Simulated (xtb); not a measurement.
xtb job for isobutane (C4H10), SMILES CC(C)C, GFN2-xTB. 

```
$ xtb mol.xyz --gfn 2 --sp --chrg 0 --uhf 0 --json
$ cat mol.xyz
14

C     -1.25381627     0.72389116    -0.09941868
C     -0.00000000    -0.00000000     0.38477857
C      1.25381627     0.72389116    -0.09941868
C      0.00000000    -1.44778232    -0.09941868
H     -1.26768399     1.75040820     0.26021588
H     -1.28366057     0.74112178    -1.18708790
H     -2.14973996     0.22264243     0.26021588
H      0.00000000     0.00000000     1.48083323
H      1.26768398     1.75040821     0.26021588
H      1.28366058     0.74112178    -1.18708790
H      2.14973997     0.22264243     0.26021588
H      0.88205598    -1.97305063     0.26021588
H     -0.88205598    -1.97305064     0.26021588
H      0.00000000    -1.48224356    -1.18708790
```

Output:

```
[banner left out]
          |                Calculation Setup                |
           -------------------------------------------------



           -------------------------------------------------
          |                 G F N 2 - x T B                 |
           -------------------------------------------------

        Reference                      10.1021/acs.jctc.8b01176
      * Hamiltonian:
        H0-scaling (s, p, d)           1.850000    2.230000    2.230000
        zeta-weighting                 0.500000
      * Dispersion:
        s8                             2.700000
        a1                             0.520000
        a2                             5.000000
        s9                             5.000000
      * Repulsion:
        kExp                           1.500000    1.000000
        rExp                           1.000000
      * Coulomb:
        alpha                          2.000000
        third order                    shell-resolved
        anisotropic                    true
        a3                             3.000000
        a5                             4.000000
        cn-shift                       1.200000
        cn-exp                         4.000000
        max-rad                        5.000000


          ...................................................
          :                      SETUP                      :
          :.................................................:
          :  # basis functions                  26          :
          :  # atomic orbitals                  26          :
          :  # shells                           18          :
          :  # electrons                        26          :
          :  max. iterations                   250          :
          :  Hamiltonian                  GFN2-xTB          :
          :  restarted?                      false          :
          :  GBSA solvation                  false          :
          :  PC potential                    false          :
          :  electronic temp.          300.0000000     K    :
          :  accuracy                    1.0000000          :
          :  -> integral cutoff          0.2500000E+02      :
          :  -> integral neglect         0.1000000E-07      :
          :  -> SCF convergence          0.1000000E-05 Eh   :
          :  -> wf. convergence          0.1000000E-03 e    :
          :  Broyden damping             0.4000000          :
          :  net charge                          0          :
          :  unpaired electrons                  0          :
          ...................................................

 iter      E             dE          RMSdq      gap      omega  full diag
   1    -13.8402559 -0.138403E+02  0.247E+00   14.44       0.0  T
   2    -13.8787343 -0.384784E-01  0.132E+00   14.20       1.0  T
   3    -13.8793308 -0.596426E-03  0.696E-01   14.17       1.0  T
   4    -13.8794175 -0.867568E-04  0.158E-01   14.15       1.0  T
   5    -13.8795053 -0.877819E-04  0.593E-02   14.15       1.0  T
   6    -13.8795054 -0.902975E-07  0.271E-03   14.15       9.9  T
   7    -13.8795054 -0.140862E-07  0.859E-04   14.15      31.1  T
   8    -13.8795054 -0.115937E-08  0.177E-04   14.15     150.7  T

   *** convergence criteria satisfied after 8 iterations ***

         #    Occupation            Energy/Eh            Energy/eV
      -------------------------------------------------------------
         1        2.0000           -0.6205856             -16.8870
       ...           ...                  ...                  ...
         7        2.0000           -0.4912566             -13.3678
         8        2.0000           -0.4594943             -12.5035
         9        2.0000           -0.4594943             -12.5035
        10        2.0000           -0.4479219             -12.1886
        11        2.0000           -0.4294677             -11.6864
        12        2.0000           -0.4294677             -11.6864
        13        2.0000           -0.4211211             -11.4593 (HOMO)
        14                          0.0989643               2.6930 (LUMO)
        15                          0.1131435               3.0788
        16                          0.1131435               3.0788
        17                          0.1464370               3.9848
        18                          0.1596102               4.3432
       ...                                ...                  ...
        26                          0.3018996               8.2151
      -------------------------------------------------------------
                  HL-Gap            0.5200854 Eh           14.1522 eV
             Fermi-level           -0.1610784 Eh           -4.3832 eV

 SCC (total)                   0 d,  0 h,  0 min,  0.009 sec
 SCC setup                      ...        0 min,  0.000 sec (  2.449%)
 Dispersion                     ...        0 min,  0.000 sec (  1.933%)
 classical contributions        ...        0 min,  0.000 sec (  0.594%)
 integral evaluation            ...        0 min,  0.001 sec ( 12.583%)
 iterations                     ...        0 min,  0.004 sec ( 49.549%)
 molecular gradient             ...        0 min,  0.003 sec ( 29.488%)
 printout                       ...        0 min,  0.000 sec (  2.978%)

         :::::::::::::::::::::::::::::::::::::::::::::::::::::
         ::                     SUMMARY                     ::
         :::::::::::::::::::::::::::::::::::::::::::::::::::::
         :: total energy             -13.667558963569 Eh    ::
         :: gradient norm              0.000100317214 Eh/a0 ::
         :: HOMO-LUMO gap             14.152244289772 eV    ::
         ::.................................................::
         :: SCC energy               -13.879497432072 Eh    ::
         :: -> isotropic ES            0.003363948962 Eh    ::
         :: -> anisotropic ES          0.005022366927 Eh    ::
         :: -> anisotropic XC          0.009012901756 Eh    ::
         :: -> dispersion             -0.006433783095 Eh    ::
         :: repulsion energy           0.211938468503 Eh    ::
         :: add. restraining           0.000000000000 Eh    ::
         :: total charge               0.000000000000 e     ::
         :::::::::::::::::::::::::::::::::::::::::::::::::::::

           -------------------------------------------------
          |                Property Printout                |
           -------------------------------------------------

    * Orbital Energies and Occupations

         #    Occupation            Energy/Eh            Energy/eV
      -------------------------------------------------------------
         1        2.0000           -0.6205856             -16.8870
         2        2.0000           -0.5836987             -15.8832
         3        2.0000           -0.5836987             -15.8832
         4        2.0000           -0.5458506             -14.8534
         5        2.0000           -0.5099766             -13.8772
         6        2.0000           -0.4912566             -13.3678
         7        2.0000           -0.4912566             -13.3678
         8        2.0000           -0.4594943             -12.5035
         9        2.0000           -0.4594943             -12.5035
        10        2.0000           -0.4479219             -12.1886
        11        2.0000           -0.4294677             -11.6864
        12        2.0000           -0.4294677             -11.6864
        13        2.0000           -0.4211211             -11.4593 (HOMO)
        14                          0.0989643               2.6930 (LUMO)
        15                          0.1131435               3.0788
        16                          0.1131435               3.0788
        17                          0.1464370               3.9848
        18                          0.1596102               4.3432
        19                          0.2050910               5.5808
        20                          0.2050910               5.5808
        21                          0.2298006               6.2532
        22                          0.2298006               6.2532
        23                          0.2517900               6.8516
        24                          0.2705616               7.3624
       ...                                ...                  ...
        26                          0.3018996               8.2151
      -------------------------------------------------------------
                  HL-Gap            0.5200854 Eh           14.1522 eV
             Fermi-level           -0.1610784 Eh           -4.3832 eV

     #   Z          covCN         q      C6AA      α(0)
     1   6 C        3.756    -0.106    22.580     6.775
     2   6 C        3.849    -0.004    20.622     6.459
     3   6 C        3.756    -0.106    22.580     6.775
     4   6 C        3.756    -0.106    22.580     6.775
     5   1 H        0.925     0.032     2.556     2.500
     6   1 H        0.925     0.035     2.517     2.481
     7   1 H        0.925     0.032     2.556     2.500
     8   1 H        0.924     0.025     2.663     2.552
     9   1 H        0.925     0.032     2.556     2.500
    10   1 H        0.925     0.035     2.517     2.481
    11   1 H        0.925     0.032     2.556     2.500
    12   1 H        0.925     0.032     2.556     2.500
    13   1 H        0.925     0.032     2.556     2.500
    14   1 H        0.925     0.035     2.517     2.481

 Mol. C6AA /au·bohr⁶  :       1205.931151
 Mol. C8AA /au·bohr⁸  :      24472.018888
 Mol. α(0) /au        :         51.781448


Wiberg/Mayer (AO) data.
largest (>0.10) Wiberg bond orders for each atom

 ---------------------------------------------------------------------------
     #   Z sym  total        # sym  WBO       # sym  WBO       # sym  WBO
 ---------------------------------------------------------------------------
     1   6 C    3.997 --     2 C    1.009     5 H    0.987     7 H    0.987
                             6 H    0.987
     2   6 C    3.997 --     4 C    1.009     3 C    1.009     1 C    1.009
                             8 H    0.970
     3   6 C    3.997 --     2 C    1.009     9 H    0.987    11 H    0.987
                            10 H    0.987
     4   6 C    3.997 --     2 C    1.009    12 H    0.987    13 H    0.987
                            14 H    0.987
     5   1 H    0.999 --     1 C    0.987
     6   1 H    0.999 --     1 C    0.987
     7   1 H    0.999 --     1 C    0.987
     8   1 H    0.999 --     2 C    0.970
     9   1 H    0.999 --     3 C    0.987
    10   1 H    0.999 --     3 C    0.987
    11   1 H    0.999 --     3 C    0.987
    12   1 H    0.999 --     4 C    0.987
    13   1 H    0.999 --     4 C    0.987
    14   1 H    0.999 --     4 C    0.987
 ---------------------------------------------------------------------------

Topologies differ in total number of bonds
Writing topology from bond orders to xtbtopo.mol

molecular dipole:
                 x           y           z       tot (Debye)
 q only:       -0.000      -0.000      -0.015
   full:       -0.000      -0.000      -0.015       0.038
molecular quadrupole (traceless):
                xx          xy          yy          xz          yz          zz
 q only:        0.037      -0.000       0.037      -0.000      -0.000      -0.075
  q+dip:       -0.338      -0.000      -0.338      -0.000      -0.000       0.676
   full:       -0.149      -0.000      -0.149      -0.000      -0.000       0.298


           -------------------------------------------------
          | TOTAL ENERGY              -13.667558963569 Eh   |
          | GRADIENT NORM               0.000100317214 Eh/α |
          | HOMO-LUMO GAP              14.152244289772 eV   |
           -------------------------------------------------

------------------------------------------------------------------------
Note: The following floating-point exceptions are signalling: IEEE_UNDERFLOW_FLAG IEEE_DENORMAL
normal termination of xtb
------------------------------------------------------------------------
 total:
 SCF:
```

The run converged.

Cost: roughly 0.08 core-seconds.
